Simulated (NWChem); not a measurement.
## NWChem input wanted

The species is [SF3]+ (4 atoms), meant as a singlet with charge +1. As SMILES, `F[S+](F)F`. The coordinates come from a PBE0-D4/def2-TZVP relaxation. The run starts from this shape.

```xyz
4

F     1.2731    0.3690   -0.2634
S     0.0000    0.0000    0.4444
F    -0.9561    0.9181   -0.2634
F    -0.3170   -1.2871   -0.2634
```

Settings wanted:

| Setting | Value |
| --- | --- |
| task | optimise |
| method | DFT |
| functional | PBE0 |
| dispersion | D3(BJ) |
| basis set | def2-SVP |
| reference | RKS |
| integration grid | fine |
| SCF convergence threshold | 1e-07 |
| iteration cap | 100 |
| symmetry | auto |
| opt iter | 60 |
| temperatures | (298.15, 500) K |
| module | dft |

Problem. Write the NWChem 7.3.0 input and the command.

Solution. This one ran through:

f3s.nw:
```
start f3s
title "F3S optimise"
memory stack 880 mb heap 220 mb global 1100 mb
charge 1

geometry units au
 F      1.17733717     0.36099438     2.20674658
 S      0.81781677    -0.11066236    -0.57020596
 F     -1.03069442    -2.26287145    -0.45088865
 F     -0.96445952     2.01253943    -1.18565197
end

basis spherical bse
 F library def2-SVP
 S library def2-SVP
end

dft
 xc pbe0
 disp vdw 4
 grid fine
 convergence energy 1e-07
 iterations 100
 mulliken
 print low
end

driver
 maxiter 60
end

freq
 temp 2 298.15 500
end

task dft optimize
task dft frequencies
```

```bash
$ nwchem f3s.nw > f3s.out
```

Calculated total energy at the end of the run: -696.51070 Eh.
